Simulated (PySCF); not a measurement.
## SiH: frontier orbitals

UHF at R = 1.537 Å; Si 6-311G(d,p), H 6-311G(d,p); no relativity (PySCF 2.14). State: ²Π (doublet), unpaired electrons π ↑. Only the outer orbitals are listed, counted within each symmetry.

```csv
spin,orbital,occ.,ε (eV),on Si (%),main shells (%)
α,4σ,1,-17.82,76,"72 Si s, 24 H s"
α,5σ,1,-10.51,66,"39 Si p, 34 H s, 25 Si s"
α,2π,1,-7.99,100,100 Si p
α,2π,0,-0.09,100,100 Si p
α,6σ,0,3.94,77,"77 Si p, 23 H s"
α,7σ,0,6.94,60,"58 Si p, 40 H s"
β,4σ,1,-16.34,60,"56 Si s, 39 H s"
β,5σ,1,-9.87,77,"42 Si p, 35 Si s, 23 H s"
β,2π,0,0.35,100,100 Si p
β,2π,0,1.39,100,100 Si p
β,6σ,0,4.31,82,"75 Si p, 18 H s"
```

Q: Which are the highest filled and the lowest empty level, where do they sit, and how wide is the gap?

A: Highest filled α 2π at -7.99 eV (in %: 100 Si p); lowest empty α 2π at -0.09 eV (in %: 100 Si p); the gap at UHF is 7.90 eV. Both belong to one degenerate shell, split only by its one-sided filling, so this is no excitation gap.

The bond order (Mayer) is 0.89, the ⟨S²⟩ is 0.761 and the charge on Si (Mulliken, basis-dependent) is 0.21. The charge on Si (Löwdin, basis-dependent) is 0.21, the dipole moment (positive dipole means Si(−)H(+)) is 0.24 D and the polarisability along the bond is 31.5 bohr³. The polarisability across the bond is 21.3 bohr³.

The state is the lowest determinant that a PBE0 search found; another state may lie lower at other levels.
